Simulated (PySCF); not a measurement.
# Spin-Hamiltonian simulation

Molecule: propionitrile (CCC#N, C₃H₅N).

Geometry (Å), atoms numbered from 1 in this order:
```xyz
9

C    -0.9640   -0.2959    0.0853
C     0.2971    0.4658   -0.3276
C     1.4661   -0.0973    0.2999
N     2.3846   -0.5538    0.8041
H    -1.1010   -0.2491    1.1633
H    -0.8909   -1.3409   -0.2076
H    -1.8355    0.1406   -0.3968
H     0.2229    1.5170   -0.0340
H     0.4342    0.4195   -1.4118
```

Level of theory: structure optimised with GFN2-xTB, spin–spin couplings from B3LYP/pcJ-1, GIAO PBE0/pcSseg-1 shieldings, in PySCF (non-relativistic, one computed conformer, fast rotation and ring inversion assumed for equivalent nuclei, in vacuum).

Chemical shifts δ = σref − σ; TMS for ¹H, all at this level.

Shifts (ppm): H5/H6/H7 1.32, H8/H9 2.23.
Couplings (Hz): H5–H6, H5–H7, H6–H7: -13.6; H5–H8, H5–H9, H6–H8, H6–H9, H7–H8, H7–H9: 8.3; H8–H9: -17.1.

The 5-spin Hamiltonian (Zeeman plus full scalar coupling among like nuclei) was diagonalised exactly; lines are Lorentzian, 0.7 Hz wide, and the maxima above 3 % are listed with the tallest set to 100.

(1) Give the ¹H peak list of this spin system at 60 MHz.

(2) And at 700 MHz?

(3) Among coupled protons with different shifts, which pair is furthest from first order, and how does the field change that?

## Answers

(1) 
Hz from δ = 0 (height): 148.0 (10), 146.1 (10), 140.8 (13), 138.6 (34), 137.9 (32), 132.3 (19), 131.5 (22), 130.2 (48), 129.8 (48), 123.3 (23), 121.8 (26), 87.7 (39), 86.7 (61), 85.9 (39), 79.2 (100), 78.2 (59), 77.2 (29), 71.7 (21), 70.5 (32), 69.0 (17)

(2) 
Hz from δ = 0 (height): 1573.6 (15), 1565.2 (48), 1557.0 (49), 1548.7 (17), 932.2 (50), 924.0 (100), 915.7 (48)

(3) H5 and H8: Δν/J is about 6.6 at 60 MHz (intermediate, with clear roofing) and 76.7 at 700 MHz (close to first order). J in Hz doesn't depend on the field, while Δν in Hz grows in proportion to it.

Unscaled 3J(H,H) at this level run about 10 % above measured values.
